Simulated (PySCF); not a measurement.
Spectrum to structure. Method: PySCF, TDDFT B3LYP/def2-SVPD, vertical, gas phase, core orbitals frozen in the response. Geometries: GFN2-xTB, one conformer each.

| state | ν̃ (cm⁻¹) | f | main configurations (H = HOMO, L = LUMO) |
| --- | --- | --- | --- |
| S1 | 45750 | 0.016 | H→L (78%), H-2→L (19%) |
| S2 | 47670 | 0.0054 | H-1→L (90%) |
| S3 | 52060 | 0.011 | H-2→L (72%), H→L (14%) |
| S4 | 55590 | 0.0006 | H→L+2 (65%), H-1→L+2 (14%) |
| S5 | 57790 | 0.0059 | H→L+3 (34%), H-1→L+2 (23%), H→L+2 (14%) |
| S6 | 58300 | 0.0016 | H-1→L+3 (63%), H→L+3 (12%), H-1→L+1 (8%) |
| S7 | 60130 | 0.017 | H→L+1 (79%), H→L+3 (10%) |
| S8 | 60830 | 0.010 | H-1→L+1 (74%), H-1→L+3 (16%), H-1→L+2 (8%) |

Orbital energies (eV): HOMO-3 -10.92, HOMO-2 -9.41, HOMO-1 -8.30, HOMO -8.22, LUMO -1.30, LUMO+1 0.12, LUMO+2 0.35.

Question: Which candidate is it? All have the formula C4H3FO.
A. `Cc1c(F)c1=O`
B. `O=C1C=C[C@@H]1F`
C. `CC#CC(=O)F`
D. `C#CCC(=O)F`
E. `O=c1cc1CF`

Answer: D. Its S1, at 5.67 eV, is the highest among the candidates; the nearest of the others has S1 at 5.06 eV. S1 is HOMO→LUMO (78%), HOMO-2→LUMO (19%). Löwdin shares by element: HOMO carbon 79% or more, oxygen 10%; LUMO carbon 44% or more, oxygen 30%, fluorine 9% (atoms not listed hold the other 17%). At the same level the other candidates give, for their lowest levels:
- `O=C1C=C[C@@H]1F`: 3.75 eV (f 0.000); 5.72 eV (f 0.002); 6.33 eV (f 0.050); 6.50 eV (f 0.140); 7.19 eV (f 0.027); T1 3.34 eV; HOMO -7.47, LUMO -2.24 eV
- `O=c1cc1CF`: 4.24 eV (f 0.000); 5.66 eV (f 0.000); 6.11 eV (f 0.000); 6.43 eV (f 0.055); 6.78 eV (f 0.064); T1 3.86 eV; HOMO -7.01, LUMO -1.48 eV
- `CC#CC(=O)F`: 4.66 eV (f 0.000); 5.65 eV (f 0.000); 5.78 eV (f 0.128); 6.95 eV (f 0.000); 7.38 eV (f 0.002); T1 4.29 eV; HOMO -8.33, LUMO -2.13 eV
- `Cc1c(F)c1=O`: 5.06 eV (f 0.002); 5.81 eV (f 0.008); 6.05 eV (f 0.000); 6.83 eV (f 0.015); 6.83 eV (f 0.089); T1 4.58 eV; HOMO -7.18, LUMO -0.87 eV

Conformer computed: `[CH:1]#[C:2][CH2:3][C:4](=[O:5])[F:6]`: C2–C3–C4–O5 106°.
Triplets come from the Tamm–Dancoff approximation.
